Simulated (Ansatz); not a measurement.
## C2H6Al, SMILES [CH3][Al][CH3]: a ladder of methods at one geometry, step by step

With the Python package of Ansatz (0.2.0).

Run as a notebook:

```python
import ansatz
```

```python
BASIS = "cc-pVDZ"
```

```python
GEOMETRY = """
C    -0.80060    1.11230   -0.94170
Al    0.69490    0.68500    0.20660
C     0.81900   -1.15050    0.93820
H    -1.43300    0.28190   -1.06970
H    -0.47860    1.46650   -1.96850
H    -1.42140    2.00260   -0.49090
H     0.93130   -1.88120    0.12350
H     0.00260   -1.35340    1.57380
H     1.77440   -1.20950    1.61160
"""
```

```python
system = ansatz.Crystal.molecule()
for line in GEOMETRY.strip().splitlines():
    symbol, *xyz = line.split()
    system = system.atom(symbol, [float(v) for v in xyz])
```

```python
setup = system.calculation().basis(gaussian=BASIS).spin("collinear", total=1)
```

```python
methods = ["mp2", "ccsd", "ccsd_t"]
batch = ansatz.Session.batch([setup.correlation(m).input() for m in methods])
reports = sorted(batch.plan().execute().molecular_reports, key=lambda each: each["member"])
print(f"Hartree-Fock reference {reports[0]['reference_energy_ev'] / 27.211386246:.6f} Ha")
best = reports[-1]["free_energy_ev"] - reports[-1]["reference_energy_ev"]
for method, each in zip(methods, reports):
    gained = each["free_energy_ev"] - each["reference_energy_ev"]
    print(f"{method:8s} total {each['free_energy_ev'] / 27.211386246:.6f} Ha  correlation {gained:9.4f} eV  ({100 * gained / best:.1f} % of the last)")
```

    Hartree-Fock reference -321.107713 Ha
    mp2      total -321.453583 Ha  correlation   -9.4116 eV  (86.5 % of the last)
    ccsd     total -321.496809 Ha  correlation  -10.5878 eV  (97.3 % of the last)
    ccsd_t   total -321.507638 Ha  correlation  -10.8825 eV  (100.0 % of the last)

Caveats:
- Total energies depend on the basis set; only differences at equal settings carry meaning.
- The geometry is a force-field or estimated start, not a minimum of this method, and the basis set is short of its limit. A lower total doesn't mark the better method: functionals have no common bound, and MP2 and coupled cluster aren't variational.
- The species is open-shell (spin multiplicity 2).
- Inner cores stay frozen, so this is valence correlation.
- For Al to Cl the sets with a tight d function, cc-pV(X+d)Z, are usual.
